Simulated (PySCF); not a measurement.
# Electric properties by functional and basis

Species: silicon dioxide, SiO2.
Atom-mapped SMILES: `[O:1]=[Si:2]=[O:3]`

Geometry (PBE0-D3(BJ)/def2-SVP, Å), atoms numbered from 1 in this order:
```
atom  x, y, z in Å
O1    -1.509    0.184   -0.014
Si2    0.008    0.102   -0.008
O3     1.524    0.020   -0.003
```

PySCF, dipoles from the SCF density, polarisabilities from static response with core orbitals frozen. Isolated species at its PBE0-D3(BJ)/def2-SVP geometry, gas phase.

Question: Compare the levels for these properties.

Answer: 

```csv
level,α (Å³),anisotropy (Å³)
LDA/def2-SVPD,4.61,2.29
PBE/def2-SVPD,4.64,2.27
B3LYP/def2-SVPD,4.43,2.16
PBE0/def2-SVPD,4.36,2.06
BHandHLYP/def2-SVPD,4.13,1.92
CAM-B3LYP/def2-SVPD,4.33,2.10
wB97X-D/def2-SVPD,4.35,2.05
LC-wPBE/def2-SVPD,4.24,2.00
HF/def2-SVPD,3.78,1.55
PBE0/6-31G*,3.37,2.39
PBE0/def2-SVP,3.33,2.19
PBE0/6-31+G*,3.84,3.15
PBE0/aug-cc-pVDZ,4.27,2.33
PBE0/def2-TZVP,3.98,2.20
PBE0/def2-TZVPD,4.42,2.07
PBE0/aug-cc-pVTZ,4.41,2.11
```

The anisotropy is √(½[(α1 − α2)² + (α2 − α3)² + (α3 − α1)²]). No reference polarisability is at hand; against PBE0 in the largest diffuse basis at hand (aug-cc-pVTZ) the other PBE0 rows deviate by 6-31G* -24%, def2-SVP -25%, 6-31+G* -13%, def2-SVPD -1%, aug-cc-pVDZ -3%, def2-TZVP -10%, def2-TZVPD 0%. The dipole stays under 0.05 D at every level. In one basis (def2-SVPD) the functionals order the polarisability from HF (lowest) to PBE (highest), a spread of 23%. With PBE0 the polarisability is 3.56 Å³ without diffuse functions (mean of 6-31G*, def2-SVP and def2-TZVP) and 4.26 Å³ with them (mean of 6-31+G*, def2-SVPD, aug-cc-pVDZ, def2-TZVPD and aug-cc-pVTZ).
